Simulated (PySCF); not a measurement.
# Magnesium: a sound run and one with changed settings

Sound run: Mg [Ne] 3s2, Mg⁺ [Ne] 3s1. Calculation: PySCF 2.14, in def2-SVP; no relativity, point nucleus. In the sound run the correlated levels freeze [Ne]. The sound run starts from symmetry-adapted Hartree-Fock orbitals and uses a fine grid where one is needed.

Changed run: basis STO-3G. This setting is unsound on purpose.

| species | method | sound run (hartree) | changed run (hartree) | converged |
| --- | --- | --- | --- | --- |
| Mg | UHF | -199.53481 | -197.00735 | yes |
| Mg | B3LYP | -200.02024 | -197.46400 | yes |
| Mg | MN15 | -199.88504 | -196.76496 | yes |
| Mg | MP2 | -199.55492 | -197.02783 | yes |
| Mg | CCSD(T) | -199.56676 | -197.04357 | yes |
| Mg⁺ | UHF | -199.29272 | -196.96676 | yes |
| Mg⁺ | B3LYP | -199.73546 | -197.36116 | yes |
| Mg⁺ | MN15 | -199.60677 | -196.67728 | yes |

Ionisation energy of Mg:

| method | sound run (eV) | changed run (eV) |
| --- | --- | --- |
| UHF | 6.588 | 1.105 |
| B3LYP | 7.749 | 2.799 |
| MN15 | 7.572 | 2.386 |
| MP2 | 7.135 | 1.662 |
| SCS-MP2 | 7.244 | 1.773 |
| CCSD | 7.457 | 2.090 |
| CCSD(T) | 7.457 | 2.090 |
| CCSDT | 7.457 | 2.090 |
| FCI | 7.457 | 2.090 |

A minimal basis cannot let orbitals breathe on ionisation and holds almost no correlation.

For comparison, NIST gives 7.646 eV between the lowest levels.
